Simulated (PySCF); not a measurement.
Below is a simulated gas-phase C 1s photoelectron spectrum of norflurane (`FCC(F)(F)F`).

Every computed line was given a Gaussian of 0.7 eV full width at half maximum and an area set by the number of equivalent atoms; the highest printed point is 100. The calculation used delta-SCF UKS SCAN, pcX-2 on the ionised atom, pcseg-1 elsewhere, spin-free X2C in PySCF.

binding energy (eV), intensity and a bar:
```
    293.6          0 
    293.7          1 
    293.8          2 #
    293.9          5 #
    294.0         11 ###
    294.1         21 ######
    294.2         35 ###########
    294.3         54 ################
    294.4         75 ######################
    294.5         91 ###########################
    294.6        100 ##############################
    294.7         98 #############################
    294.8         85 ##########################
    294.9         66 ####################
    295.0         46 ##############
    295.1         29 #########
    295.2         16 #####
    295.3          8 ##
    295.4          3 #
    295.5          1 
    295.6          0 
    295.7          0 
    295.8          0 
    295.9          0 
    296.0          0 
    296.1          0 
    296.2          0 
    296.3          0 
    296.4          0 
    296.5          0 
    296.6          0 
    296.7          0 
    296.8          0 
    296.9          0 
    297.0          0 
    297.1          0 
    297.2          0 
    297.3          0 
    297.4          0 
    297.5          0 
    297.6          0 
    297.7          0 
    297.8          0 
    297.9          1 
    298.0          2 
    298.1          4 #
    298.2          9 ###
    298.3         18 #####
    298.4         32 #########
    298.5         50 ###############
    298.6         70 #####################
    298.7         88 ##########################
    298.8         99 ##############################
    298.9         99 ##############################
    299.0         89 ###########################
    299.1         71 #####################
    299.2         51 ###############
    299.3         32 ##########
    299.4         18 ######
    299.5          9 ###
    299.6          4 #
    299.7          2 #
    299.8          1 
    299.9          0
```

Problem. Count the maxima, the lines and the sites behind this envelope.

Solution. The curve has 2 maxima (at 294.6 and 298.8 eV). Under it lie 2 lines from 2 inequivalent carbon sites.

Problem. Decompose the envelope and assign each component. Numbering: `[F:1][CH2:2][C:3]([F:4])([F:5])[F:6]`.

Solution. 
```tsv
position (eV)	relative area	line	atoms	environment
294.63	1	C 1s	C2	sp3 C–F carbon
298.85	1	C 1s	C3	CF3 carbon
```

Problem. What are the centre and the root-mean-square width of the whole band?

Solution. The area-weighted mean of the lines is 296.74 eV. Their own spread about it is 2.11 eV (rms) and each Gaussian has σ = 0.7/2.355 = 0.30 eV; the variances add, which gives 2.13 eV.

Problem. Above which line width would these two lines show one maximum?

Solution. Two equal Gaussians merge once their distance is under 2σ = FWHM/1.177. With 4.22 eV between them that is a full width over 4.97 eV.

The listed C 1s values span 4.22 eV, from C2 (bonded to F, C and 2 H) to C3 (bonded to 3 F and C). Summing the Pauling electronegativity differences to the bonded atoms, each weighted by its formal bond order, gives +0.73 for the lowest site and +4.29 for the highest.

The curve has no shake-up lines and no vibrational structure. Isolated species at its GFN2-xTB geometry, gas phase.

Conformer computed: `[F:1][CH2:2][C:3]([F:4])([F:5])[F:6]`: F1–C2–C3–F4 61°.
